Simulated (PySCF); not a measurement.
Published values to compare with (the computed states carry no symmetry labels, so the two lists aren't matched line by line):

```json
{"state": "3Au(n→π*)", "E (eV)": "2.49", "f": "", "kind of transition": "vertical absorption", "source": "[1]"}
{"state": "3Au(n→π*)", "E (eV)": "2.50", "f": "", "kind of transition": "band maximum or as reported", "source": "[2]"}
{"state": "1Au(S1)", "E (eV)": "2.72", "f": "", "kind of transition": "0-0 transition", "source": "[3]"}
{"state": "1Au(n→π*)", "E (eV)": "2.80", "f": "", "kind of transition": "band maximum or as reported", "source": "[2]"}
{"state": "1Au(n→π*)", "E (eV)": "2.88", "f": "0.000", "kind of transition": "vertical absorption", "source": "[1]"}
{"state": "3Bg(n→π*)", "E (eV)": "3.89", "f": "", "kind of transition": "vertical absorption", "source": "[1]"}
{"state": "1Bg(n→π*)", "E (eV)": "4.24", "f": "", "kind of transition": "vertical absorption", "source": "[1]"}
{"state": "3Bu(π→π*)", "E (eV)": "5.15", "f": "", "kind of transition": "vertical absorption", "source": "[1]"}
{"state": "1Ag(double)", "E (eV)": "5.61", "f": "0.000", "kind of transition": "vertical absorption", "source": "[1]"}
{"state": "3Ag(π→π*)", "E (eV)": "6.30", "f": "", "kind of transition": "vertical absorption", "source": "[1]"}
{"state": "1Bg(n→π*)", "E (eV)": "6.57", "f": "", "kind of transition": "vertical absorption", "source": "[1]"}
{"state": "1Bu(n→3p)", "E (eV)": "7.71", "f": "0.095", "kind of transition": "vertical absorption", "source": "[1]"}
```

[1] computed, theoretical best estimate (aug-cc-pVTZ, frozen core, CC3 geometry), gas; Veril, Scemama, Caffarel, Lipparini, Boggio-Pasqua, Jacquemin, Loos, WIREs Comput. Mol. Sci. 2021, 11, e1517 (QUESTDB)
[2] measured, gas; Loos, Lipparini, Boggio-Pasqua, Scemama, Jacquemin (2019), arXiv:1912.04173, literature columns
[3] measured, gas; Analytical gradients for NEO-TDDFT (2021), arXiv:2105.05191, experiment column

Glyoxal, C2H2O2.
InChI=1S/C2H2O2/c3-1-2-4/h1-2H

Method used: PySCF, TDDFT wB97X-D/def2-SVPD, vertical, gas phase, core orbitals frozen in the response. The structure is a single PBE0-D3(BJ)/def2-SVP conformer in the gas phase; no vibrational or solvent corrections. Torsions of this conformer, `[O:1]=[CH:2][CH:3]=[O:4]`: O1–C2–C3–O4 180°.

Computed singlets: 2.74 eV (f 0.000); 4.35 eV (f 0.000); 6.59 eV (f 0.000); 8.12 eV (f 0.001); 8.12 eV (f 0.313); 8.14 eV (f 0.001); 8.20 eV (f 0.000); 8.33 eV (f 0.168); 9.08 eV (f 0.101); 9.12 eV (f 0.000). Computed triplets (Tamm–Dancoff): 2.20, 3.73, 5.11, 6.26 eV.

How does the lowest computed singlet compare with the best estimate listed for the lowest singlet (vertical absorption)?

2.74 eV against 2.88 eV for 1Au(n→π*) [1]: a difference of -0.14 eV. Geometry and basis of the two calculations needn't be the same.

How does the lowest computed triplet compare with the best estimate listed for the lowest triplet (vertical absorption)?

2.20 eV against 2.49 eV for 3Au(n→π*) [1]: a difference of -0.29 eV. Geometry and basis of the two calculations needn't be the same.

Adiabatic (Te) and 0-0 energies refer to the relaxed excited state and aren't the vertical quantity computed here.

A measured band maximum holds vibronic effects and, in solution, solvent shifts, so it needn't equal the vertical energy.

States of double-excitation character are out of reach of adiabatic linear-response TDDFT and have no counterpart, or a poor one, in the computed list.

All these states lie below the vertical ionisation energy of 10.65 eV (ΔSCF).

The run took 28 s wall on one thread, Arm Neoverse N1, shared host.
